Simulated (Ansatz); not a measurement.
# BH₄ (doublet): wave-function methods side by side at distance B1–H4 along a hydrogen transfer = 1.631 Å, cc-pVDZ

How much of the correlation energy of BH₄ (doublet) does each wave-function method recover here?

The runs use Ansatz 0.2.0, Gaussian basis; cc-pVDZ, core rule «outside noble gas», up to 1 orbitals frozen.

To be run: UHF; CCSD(T) on ROHF; CCSD(T) on UHF; BCCD(T) on ROHF; CISD; CCSDT(Q) on ROHF; CCSDT(Q) on UHF; CCSDTQ on ROHF; CCSDTQ on UHF; CASSCF and MRCISD+Q, 3 electrons in 3 orbitals; CASSCF and NEVPT2, 3 electrons in 3 orbitals; CASSCF and MRCISD+Q, 7 electrons in 8 orbitals; CASSCF and NEVPT2, 7 electrons in 8 orbitals; Full CI.

4 further runs of the same task are left out: 4 for a known fault of the program.

**1. The geometry**

The geometry derives from fragments relaxed apart (PBE0/def2-TZVP) and kept rigid, so it is no stationary point. A hydrogen atom is moved between rigid fragments.

5 atoms, charge 0, spin multiplicity 2.

Atoms are counted from 1 here; the program's logs count them from 0.

Bond lengths: B1–H2 1.193 Å, B1–H3 1.193 Å, H4–H5 0.818 Å. Angles: H2–B1–H3 120.0°.

Geometry (Å):

```xyz
5
BH4
B    -0.1960    0.0000    0.0000
H    -0.7928    1.0336    0.0000
H    -0.7928   -1.0336    0.0000
H     1.4350    0.0000    0.0000
H     2.2530    0.0000    0.0000
```

**2. UHF**

The input, in.yaml:

```yaml
crystal:
  periodic: [false, false, false]
  atoms:
    - {symbol: B, position_ang: [-0.196018, 0.000000, 0.000000]}
    - {symbol: H, position_ang: [-0.792752, 1.033571, 0.000000]}
    - {symbol: H, position_ang: [-0.792752, -1.033571, 0.000000]}
    - {symbol: H, position_ang: [1.434982, 0.000000, 0.000000]}
    - {symbol: H, position_ang: [2.252982, 0.000000, 0.000000]}
basis:
  gaussian: {orbitals: cc-pVDZ}
magnetization: {spin_polarized: true, initial_magnetization: 1}
hamiltonian: {xc: hf}
output: {orbitals: {seedname: orbitals}}
```

Command:

```
> ansatz run in.yaml --threads 1 --pin off --events-out ev --progress --plain --max-ram 2816MiB --backend cpu
```

The runs that follow: CCSD(T) on ROHF; CCSD(T) on UHF; BCCD(T) on ROHF; CISD; CCSDT(Q) on ROHF; CCSDT(Q) on UHF; CCSDTQ on ROHF; CCSDTQ on UHF; CASSCF and MRCISD+Q, 3 electrons in 3 orbitals; CASSCF and NEVPT2, 3 electrons in 3 orbitals; CASSCF and MRCISD+Q, 7 electrons in 8 orbitals; CASSCF and NEVPT2, 7 electrons in 8 orbitals; Full CI.

**Question.** What will the summary of the whole plan be? Wanted: FCI below the RHF energy; RMP2 from FCI; UMP2 from FCI; RCCSD from FCI; RCCSD(T) from FCI; UCCSD(T) from FCI; RCCSDT(Q) from FCI; UCCSDT(Q) from FCI; NEVPT2 pair from FCI.

**Answer**, as computed:

| quantity | value |
| --- | --- |
| FCI below the RHF energy | -3.7313 eV |
| RMP2 from FCI | +862.9 meV |
| UMP2 from FCI | +860.4 meV |
| RCCSD from FCI | +68.0 meV |
| RCCSD(T) from FCI | +15.4 meV |
| UCCSD(T) from FCI | +15.9 meV |
| RCCSDT(Q) from FCI | +0.3 meV |
| UCCSDT(Q) from FCI | +0.2 meV |
| NEVPT2 pair from FCI | +788.4 meV |
| MRCISD+Q pair from FCI | -8.0 meV |
| NEVPT2 valence from FCI | +619.7 meV |
| levels within 1 kcal/mol (43 meV) | RCCSD(T), UCCSD(T), BCCD(T), RCCSDT, UCCSDT, RCCSDT(Q), UCCSDT(Q), RCCSDTQ, UCCSDTQ, MRCISD+Q pair, MRCISD+Q valence |
| T1 diagnostic | 0.022 |
| effectively unpaired electrons | 1.03 |

In words: RCCSD(T) lands +15.4 meV from the yardstick (0.4 % of the correlation energy). MRCISD+Q pair falls below full CI: the +Q correction isn't variational, and the cores differ from full CI's. One determinant dominates. Of the multireference levels listed MRCISD+Q valence comes nearest in total energy (+6.5 meV), which doesn't show that its space is the better one. These misses are within one basis, not against nature; the frozen cores of restricted and unrestricted runs differ, which can shift their rows.
